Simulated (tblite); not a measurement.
Compound: C2HFN3 (charge -1).
InChI=1S/C2HFN3/c3-2-1-4-6-5-2/h1H/q-1

Method: GFN2-xTB as coded in tblite; computed harmonic values from a numerical Hessian at the method's own geometry, unscaled. This tight-binding method is rough: wavenumbers can miss measured ones by several per cent, in bad cases by 10 to 20.

Harmonic wavenumbers (cm⁻¹): 314.4, 372.5, 632.9, 639.3, 703.7, 771.8, 960.6, 1040.9, 1067.3, 1184.8, 1225.0, 1333.4, 1424.6, 1466.8, 3086.3.

A = 10385, B = 3690, C = 2723 MHz; mass 86.015 u (most abundant isotopes); point group Cs, symmetry number 1.

Problem. Zero-point energy?

Solution. ½Σν̃ = 8112 cm⁻¹ = 23.19 kcal/mol.

Problem. What is S at 400 K and 1 bar for an ideal gas of classical rigid rotors and harmonic oscillators?

Solution. Translation 40.76, rotation 26.41, vibration 7.18: S = 74.3 cal/(mol K).

Problem. And Cp and H(400 K) − H(0)?

Solution. Cp = 20.49 cal/(mol K), of which vibrations give 12.54 (their classical limit is 15 R = 29.8); H(400 K) − H(0) = 5.12 kcal/mol without the zero-point energy, 1.94 from vibrations.

Problem. How do the functions run with temperature in this model?

Solution. 
```tsv
T (K)	S (cal/(mol K))	Cp (cal/(mol K))	H − H(0) (kcal/mol)	G − H(0) (kcal/mol)	ln q(vib)
150	60.1	10.2	1.28	-7.74	0.09
250	66.3	14.2	2.50	-14.07	0.40
298.15	69.0	16.3	3.23	-17.32	0.61
600	83.9	26.4	9.85	-40.47	2.52
900	95.6	31.1	18.56	-67.46	4.68
```

q(vib) and H(0) count from the zero-point level.

Problem. Which modes carry the vibrational entropy at 400 K?

Solution. 314.4 cm⁻¹: 1.85; 372.5 cm⁻¹: 1.55; 632.9 cm⁻¹: 0.73; 639.3 cm⁻¹: 0.72; 703.7 cm⁻¹: 0.60; 771.8 cm⁻¹: 0.49 cal/(mol K); the other 9 give 1.24 together.

Problem. What must be added to the electronic energy to get the Gibbs energy at 400 K and 1 bar?

Solution. ZPE + [H(400 K) − H(0)] − T·S = 23.19 + 5.12 − 29.74 = -1.43 kcal/mol.

Hardware: one thread of an Arm Neoverse V1, on a shared host. The figure is for the frequency step alone.
